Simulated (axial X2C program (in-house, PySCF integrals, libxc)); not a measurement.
**A two-component session on AlH: EOM-EE-CCSD levels**

Aim: EOM-EE-CCSD levels of AlH, with spin–orbit coupling in the Hamiltonian from the start.

The runs use an in-house X2C program for linear molecules on PySCF integrals; two-component X2C with atomic mean-field terms, Al dyall-av3z, H dyall-av3z.

All values are calculated.

## (1) Input

task.json reads:

```json
{
 "zs": [
  13,
  1
 ],
 "q": 0,
 "bas": [
  "dyall-av3z",
  "dyall-av3z"
 ],
 "r0": 1.58,
 "eom": "ee",
 "thr": -2.0,
 "nmax": 88
}
```

Keys: zs atomic numbers; q charge; bas basis sets; r0 starting distance in Å; eom kind of EOM run; thr threshold in hartree for freezing inner shells (an s shell follows its p shell); nmax most natural virtual spinors.

Launch:

```console
$ python soeom.py task.json out
```

After this run come: EOM-EE-CCSD at 1.669 Å.

Q: Predict the outcome of this session. Wanted: next root led by one particle; T1 of the reference.

**Answer**, as computed:

| quantity | value |
| --- | --- |
| lowest root at 1.669 Å | Ω = 0⁻, 1.908 eV |
| next root led by one particle | Ω = 0⁺, about 0 cm⁻¹ higher |
| T1 of the reference | 0.014 |

**Reading.** The lowest root lies 1.91 eV above the closed-shell reference. Errors of 0.1 to 0.3 eV are usual at this size, and roots led by higher excitations are left out, so the list is incomplete, and low states of that kind can be missing.
